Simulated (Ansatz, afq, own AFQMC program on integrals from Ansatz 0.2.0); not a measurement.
**BNH⁺, triplet in cc-pVDZ, levels against CCSDT(Q)**

```xyz
3

B     0.0000    0.0798    0.8638
N     0.0000   -0.1176   -0.5879
H     0.0000    0.7790   -1.0947
```

Connectivity, by distances: B–NH.

Basis cc-pVDZ. Only valence electrons are correlated. Integrals, coupled cluster, full CI and functionals: Ansatz 0.2.0; the random walks run on the same integrals in our own AFQMC program. The CISD trial takes its coefficients from CCSD amplitudes. Released means that phaseless walkers are propagated on without the constraint, phases kept. ± is one standard error of the sampling.

Determinant: UHF, the one that the program's search chose, which needn't be the lowest solution. The geometry is a PBE0/def2-TZVP stationary point of this or a neighbouring charge and spin state.

No full CI on the walks' own integrals is used here; CCSDT(Q) serves as the reference and is uncertain by about the last step of the cluster series.

Cautions: lower spins were not checked.

- T1 diagnostic: 0.0333
- weight of the determinant in the CISD state: 0.903
- ⟨S²⟩ of the determinant: 2.011
- size of the correlated space: 8 electrons in 31 orbitals

```json
{"level": "MP2", "correlation energy (eV)": "-4.5140"}
{"level": "CCSD", "correlation energy (eV)": "-5.1469"}
{"level": "CCSD(T)", "correlation energy (eV)": "-5.3380"}
```

(1) Estimate where phaseless AFQMC with a CISD trial lies against CCSD(T) on the same integrals.

(1) 0.18 ± 0.20 kcal/mol below CCSD(T). The gap is under twice the noise, so this walk alone can't tell the two apart.

Reference: CCSDT(Q), correlation energy -5.390 eV. The released energy is read at 1.50 1/Eh (meV from the phaseless value at times in 1/Eh: -6 ± 11 at 0.24, -31 ± 12 at 0.50, -20 ± 16 at 1.00, -36 ± 17 at 1.50).

```tsv
level	E − E(reference) (kcal/mol)	share of correlation (%)
CCSD(T)	1.20	99.04
CCSDT	0.41	99.67
ph-AFQMC/CISD	1.02 ± 0.20	99.18
released AFQMC	0.20 ± 0.39	99.84
```

A walk keeps the symmetry of its determinant, which the program's search chose and which needn't be the lowest solution, so a lower state of the same spin and another symmetry isn't excluded. Released energies are given only where the last usable release times agree within the noise; a slower fall can still hide under it.
